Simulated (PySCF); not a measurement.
Delta-SCF ions had no search for a lower state. Excitations are Tamm–Dancoff values on a coarser integration grid. The basis has no diffuse functions, so Rydberg states are missing or too high.

Species: C₅H₅N, SMILES `c1cnccc1` (charge 0, multiplicity 1).

Give the S1 excitation (TDA), dipole moment, S1 oscillator strength, LUMO, vertical ionisation energy (Delta-SCF), HOMO, T1 excitation (TDA) and HOMO–LUMO gap at the level PBE-D3(BJ)/def2-TZVP // B3LYP-D3(BJ)/def2-SVP in PySCF 2.14.0.


```yaml
S1 excitation (TDA): 4.35 eV
dipole_moment: 2.16 D
S1 oscillator strength: 0.004
LUMO: -1.80 eV
vertical ionisation energy (Delta-SCF): 9.26 eV
HOMO: -5.84 eV
T1 excitation (TDA): 3.72 eV
HOMO–LUMO gap: 4.04 eV
```
